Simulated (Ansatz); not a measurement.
Born–Oppenheimer molecular dynamics of O$_{2}$ (2 atoms, charge 0, multiplicity 3). It goes on from the last frame of an earlier run, with new velocities.

Method: Ansatz, UKS PBE0-D4/def2-SVP.

* ensemble: NVE (Milne-controlled integrator)
* time step: 2 fs
* steps asked: 250
* starting velocities drawn for: 1000 K
* seed: 604146

Frames 40 fs apart, positions in Å, forces in eV/Å.

Velocities at 0.0 fs (Å/ps):

```
O 4.36 -1.41 2.24
O -4.36 1.41 -2.24
```

```xyz
2
Properties=species:S:1:pos:R:3:forces:R:3 time_fs=0.0 energy_less_start_eV=0.000 T=1000
O 0.511 -0.166 0.263 -0.68 0.22 -0.35
O -0.511 0.166 -0.263 0.68 -0.22 0.35
2
Properties=species:S:1:pos:R:3:forces:R:3 time_fs=40.0 energy_less_start_eV=0.031 T=311
O 0.520 -0.168 0.268 -2.02 0.66 -1.04
O -0.520 0.168 -0.268 2.02 -0.66 1.04
2
Properties=species:S:1:pos:R:3:forces:R:3 time_fs=80.0 energy_less_start_eV=0.044 T=15
O 0.522 -0.169 0.269 -2.33 0.75 -1.20
O -0.522 0.169 -0.269 2.33 -0.75 1.20
2
Properties=species:S:1:pos:R:3:forces:R:3 time_fs=120.0 energy_less_start_eV=0.020 T=559
O 0.518 -0.167 0.267 -1.69 0.55 -0.87
O -0.518 0.167 -0.267 1.69 -0.55 0.87
2
Properties=species:S:1:pos:R:3:forces:R:3 time_fs=160.0 energy_less_start_eV=-0.003 T=1111
O 0.509 -0.165 0.262 -0.19 0.06 -0.10
O -0.509 0.165 -0.262 0.19 -0.06 0.10
2
Properties=species:S:1:pos:R:3:forces:R:3 time_fs=200.0 energy_less_start_eV=0.015 T=687
O 0.499 -0.162 0.257 1.64 -0.53 0.85
O -0.499 0.162 -0.257 -1.64 0.53 -0.85
2
Properties=species:S:1:pos:R:3:forces:R:3 time_fs=240.0 energy_less_start_eV=0.043 T=19
O 0.495 -0.160 0.255 2.71 -0.88 1.39
O -0.495 0.160 -0.255 -2.71 0.88 -1.39
2
Properties=species:S:1:pos:R:3:forces:R:3 time_fs=280.0 energy_less_start_eV=0.027 T=387
O 0.497 -0.161 0.256 2.17 -0.70 1.12
O -0.497 0.161 -0.256 -2.17 0.70 -1.12
2
Properties=species:S:1:pos:R:3:forces:R:3 time_fs=320.0 energy_less_start_eV=-0.002 T=1068
O 0.505 -0.163 0.260 0.46 -0.15 0.24
O -0.505 0.163 -0.260 -0.46 0.15 -0.24
2
Properties=species:S:1:pos:R:3:forces:R:3 time_fs=360.0 energy_less_start_eV=0.009 T=830
O 0.515 -0.167 0.265 -1.25 0.40 -0.64
O -0.515 0.167 -0.265 1.25 -0.40 0.64
2
Properties=species:S:1:pos:R:3:forces:R:3 time_fs=400.0 energy_less_start_eV=0.039 T=131
O 0.521 -0.169 0.268 -2.21 0.72 -1.14
O -0.521 0.169 -0.268 2.21 -0.72 1.14
2
Properties=species:S:1:pos:R:3:forces:R:3 time_fs=440.0 energy_less_start_eV=0.040 T=109
O 0.521 -0.169 0.269 -2.24 0.72 -1.15
O -0.521 0.169 -0.269 2.24 -0.72 1.15
```

Of the whole run (500 fs, mean temperature of the second half 555 K): The conserved energy stayed within 1.5 meV per atom of its start (net change 0.85 meV per atom), so the integration is sound. The temperature averaged 0.55 of the 1000 K drawn at the start: a run that starts near a minimum puts about half its kinetic energy into the potential. A run of 0.5 ps of so small a system gives no equilibrium averages.

Time of the run: 93 s on 1 thread of Arm Neoverse V1 (shared host), peak memory 0.08 GiB.
